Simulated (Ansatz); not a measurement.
Bulk modulus of elemental metals

Method: r²SCAN (Ansatz, a program for electronic structure, PAW). References are measured values corrected to a static lattice. The table is a random draw of 14 from 35 solids with such references.

Values in GPa.

```
solid          reference  r²SCAN  error (%)
------  ----------------  ------  ---------
bcc Ta               198     201       +1.5
fcc Sr              12.5    11.7       -6.4
fcc Rh     271 (271–289)     282       +4.1
bcc Fe               174     170       -2.3
hcp Tc               303     320       +5.6
hcp Co               193     224      +16.1
fcc Al  80.8 (77.1–82.0)    92.8      +14.9
bcc Cs  2.11 (2.11–2.35)    1.85      -12.3
fcc Pt               289     271       -6.2
bcc V                161     194        +20
hcp Re               369     388       +5.1
hcp Mg             38.6¶    39.6       +2.6
bcc Li  13.8 (13.1–13.9)    13.1       -5.1
hcp Y   41.7 (37.3–41.7)    40.6       -2.6
```

Over these 14 solids the mean error is +2.5 %, the mean absolute error 7.5 % (median 5.4 %), and the worst case bcc V at +20 %; the value is above the reference in 8 of 14 cases. Over all 35, from unrounded values, the mean error is -0.1 % and the mean absolute error 7.4 % (median 5.7 %).

All these references are brought to a static lattice.

Spin–orbit coupling is left out, also for the solids with elements from indium on (bcc Ta, bcc Cs, fcc Pt, hcp Re); its size isn't shown.

¶ marks references of a special kind: hcp Mg, 38.6 GPa (measured, copied from a table, unchecked, extrapolated to 0 K and zero-point effects removed; as tabulated in Lejaeghere et al. (2013), arXiv:1204.2733).

In Ansatz's fits of the non-cubic solids, shape and atoms are relaxed at each volume.

Brackets give the range of the sources taken for a reference, where it is wide; it can hold other temperatures.

Differences are worked out from the printed values.

Each level is taken at its own relaxed cell. Ansatz's density-functional and Hartree–Fock values are scalar-relativistic unless marked +SOC, with PAW data made under PBE.

Ansatz's runs of these crystals have no spin polarisation, but for bcc Fe, hcp Co. Meta-GGAs and exact exchange favour moments, which can bear on fcc Rh, bcc Fe, hcp Co, fcc Pt, bcc V, hcp Y.

Density-functional runs with spin start from parallel moments for bcc Fe, parallel moments for hcp Co.

Not in this set, of the elemental metals with a reference value in our tables and a result at some level: 6 for sources at odds; 3 for a reference at room or unstated temperature. These can be a level's best or worst cases. Solids without a released value at any level aren't counted. Layered and molecular crystals are counted apart. The metals Ce to Yb are counted apart.

References as tabulated in Levämäki et al. (2014), arXiv:1402.3671; doi:10.1021/acs.jctc.3c00612; Lejaeghere et al. (2013), arXiv:1204.2733.
